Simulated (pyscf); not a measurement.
Optimised with ωB97X-D3(BJ)/def2-SVP in PySCF. Correlated levels are frozen-core, on RHF or UHF. ΔMP2 is the change of the MP2 total energy from the triple- to the quadruple-zeta basis.

Question: Estimate by transition-state theory (the high-pressure limit) the rate constant of SiH₄ + F–SiH: [singlet] → F–SiH₂–SiH₃ (singlet surface; H–Si broken, Si–Si, H–Si formed) at 1200 K, with CCSD(T)/def2-TZVPP + ΔMP2(QZVPP) energies (ideal gas, 1 atm, RRHO with modes under 100 cm⁻¹ raised to 100, one conformer, R ln 2 for chiral ones without a mode under 150 cm⁻¹; no tunnelling).

Answer: The electronic barrier is 3.5 kcal/mol and the thermal terms add +40.4, so ΔG‡ = 44.0 kcal/mol. With k_BT/h = 2.50e+13 s⁻¹ and RT = 2.385 kcal/mol, and a volume of 1.64e-19 cm³ per molecule at 1 atm, k = 4.0e-14 cm³ molecule⁻¹ s⁻¹. The product is born with the 49 kcal/mol of the reverse barrier and needs collisions to keep. Wigner's tunnelling factor for 475i cm⁻¹ would be 1.01. A shift of 1 kcal/mol in the barrier changes k by a factor 1.5. On the reactant side the descent ends in a complex, 6.5 kcal/mol under the separated species and 5.0 kcal/mol under the saddle at ωB97X-D3(BJ)/def2-TZVP. At ωB97X-D3(BJ) the barrier from the zero used here is -1.4 kcal/mol. One saddle was located; it need not be the lowest between these sides. The CCSD(T) − MP2 part came from Ansatz, without density fitting, on the same reference.
